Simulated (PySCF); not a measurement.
A GIAO shielding run with PySCF 2.14.0 with density-fitted response routines (density fitting, non-relativistic, gas phase) on `C[N+](C=C)(C)C`, [C5H12N]+:

```
{"job": {"kind": "nmr", "xc": "PBE0", "basis": "pcSseg-1"}, "charge": 1, "multiplicity": 1}
C      1.938453     0.404089    -1.035191
C      1.198408     0.412666     0.051176
N     -0.198261    -0.026737     0.158654
C     -0.999639     1.110972     0.655192
C     -0.754955    -0.484094    -1.126153
C     -0.249190    -1.135622     1.134350
H      2.955534     0.751456    -0.980521
H      1.612143     0.071358    -2.004245
H      1.585170     0.756862     0.998892
H     -2.034588     0.804727     0.798832
H     -0.967048     1.928347    -0.063578
H     -0.606196     1.467978     1.605422
H     -0.716933     0.318831    -1.860102
H     -1.793560    -0.780383    -0.989908
H     -0.195332    -1.340568    -1.497481
H     -1.273663    -1.485703     1.250524
H      0.370639    -1.961720     0.788177
H      0.120258    -0.806143     2.104302
```

Hardware: 1 thread of an Arm Neoverse V2, shared host. The job also computes population analyses, field gradients.

Question: How large is the calculation?

Answer: 48 electrons, 162 basis functions and 831 auxiliary functions.

Question: How long does it take?

Answer: 18 s of wall time, with 13 SCF cycles and 4 response iterations. Times on a shared host scatter by some tens of per cent.
